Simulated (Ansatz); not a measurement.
We consider bcc W, described by r²SCAN (Ansatz, an electronic-structure program, plane waves, PAW).

Run with plane-wave cutoff 500 eV, 2×2×2 k mesh, Fermi–Dirac smearing 0.1 eV, cell of 250 sites, scalar-relativistic PAW data made under PBE.

**Question.** Give the computed vacancy formation energy and vacancy formation energy before relaxation.

**Answer.** 
- vacancy formation energy = 3.67 eV
- vacancy formation energy before relaxation = 3.78 eV

Measured, for comparison: vacancy formation energy 3.6 ± 0.2 eV (no zero-point or thermal correction, monovacancy, our sources range from 3.60 to 4.60; as tabulated in J. N. Mundy, S. T. Ockers, L. C. Smedskjaer, Vacancy migration enthalpy in …). Computed (rounded) less measured: vacancy formation energy not scored (sources differ).

Note: energies are extrapolated to zero smearing, and mesh and cell size move such values by some hundredths of an eV or more.

Spin–orbit coupling is not included.

Static lattice: no zero-point or thermal effects.
